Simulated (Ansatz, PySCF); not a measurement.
System: C2H6N (charge 0, doublet). SMILES: C[CH]N
Structure (B3LYP-D3(BJ)/def2-TZVP (Ansatz, an electronic-structure program) minimum search):
```
C
H 1 1.0829
N 1 1.3979 2 114.75
H 3 1.0094 1 115.11 2 -39.55
H 3 1.0112 4 111.01 1 132.42
C 1 1.4864 2 119.59 3 148.01
H 6 1.0903 1 110.78 2 37.82
H 6 1.0964 7 107.50 1 -121.96
H 6 1.1019 7 107.53 8 -114.43
```
Charge 0, spin multiplicity 2.

Unscaled harmonic wavenumbers (cm⁻¹) in rising order, each level at the stationary point that it reaches from this structure (no distance between atoms moves by over 0.3 Å); the order of modes can differ between levels, and a negative number is imaginary. B3LYP-D3(BJ)/def2-TZVP (PySCF, at the structure above): 190, 331, 395, 579, 700, 931, 995, 1029, 1199, 1281, 1402, 1445, 1471, 1491, 1648, 2930, 3007, 3096, 3167, 3509, 3612.

HF/3-21G (Ansatz): 192, 303, 409, 565, 687, 941, 1076, 1144, 1250, 1366, 1525, 1571, 1656, 1667, 1836, 3156, 3204, 3256, 3313, 3729, 3839. Zero-point energy 52.4 against 49.2 kcal/mol; where all levels lie over 400 cm⁻¹, the wavenumbers are on average 1.065 times those of B3LYP-D3(BJ)/def2-TZVP.

HF/6-31G* (Ansatz): 199, 327, 420, 714, 861, 980, 1083, 1140, 1273, 1384, 1532, 1584, 1625, 1638, 1831, 3165, 3216, 3266, 3325, 3750, 3846. Zero-point energy 53.1 against 49.2 kcal/mol; where all levels lie over 400 cm⁻¹, the wavenumbers are on average 1.097 times those of B3LYP-D3(BJ)/def2-TZVP.

B3LYP/6-31G* (Ansatz): 188, 329, 392, 622, 776, 934, 1006, 1046, 1210, 1294, 1423, 1465, 1502, 1524, 1682, 2957, 3028, 3110, 3169, 3488, 3592. Zero-point energy 49.7 against 49.2 kcal/mol; where all levels lie over 400 cm⁻¹, the wavenumbers are on average 1.019 times those of B3LYP-D3(BJ)/def2-TZVP.
